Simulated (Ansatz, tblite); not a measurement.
Removing an electron: (H3Si)2S (Si2H6S). Charge 0, multiplicity 1. Geometry: PBE-D4/def2-TZVP. Ansatz, gas phase; energy differences of separate SCF runs; the oxidised species was run as a doublet alone.

Cartesian coordinates in Å:
```
Si 1.171 -0.261 -1.090
H 0.127 -0.152 -2.154
H 1.199 -1.668 -0.586
H 2.506 0.109 -1.646
S 0.789 1.123 0.512
Si -1.118 0.337 1.124
H -0.993 -1.084 1.573
H -2.109 0.403 0.007
H -1.572 1.192 2.259
```

The xTB rows come from tblite. Correlated methods freeze 15 core orbitals.

```
              level  −HOMO (eV)  vertical IE (eV)  −LUMO (eV)  HOMO–LUMO gap (eV)
           GFN1-xTB       11.87             14.76        5.83                6.03
           GFN2-xTB       10.28             13.45        5.68                4.60
      HF/def2-TZVPP           –              8.67           –                   –
   PBE-D4/def2-TZVP        6.35              9.39        1.11                5.24
r2SCAN-D4/def2-TZVP        6.63              9.49        0.74                5.89
```

(1) Estimate the rows for PBE0-D4/def2-TZVP, MP2/def2-TZVPP, CCSD/def2-TZVPP, CCSD(T)/def2-TZVPP.

Results:

(1) 
```tsv
level	−HOMO (eV)	vertical IE (eV)	−LUMO (eV)	HOMO–LUMO gap (eV)
PBE0-D4/def2-TZVP	7.53	9.56	0.26	7.27
MP2/def2-TZVPP	–	9.83	–	–
CCSD/def2-TZVPP	–	9.60	–	–
CCSD(T)/def2-TZVPP	–	9.67	–	–
```

Relaxing the oxidised species (PBE-D4/def2-TZVP) changes its energy by -0.27 eV at PBE-D4/def2-TZVP, so the adiabatic ionisation energy to this nearest minimum is 9.12 eV. At PBE0-D4/def2-TZVP it is 9.25 eV.   Raw xTB energy differences between charge states are shifted by several eV; the methods need an empirical correction for them.
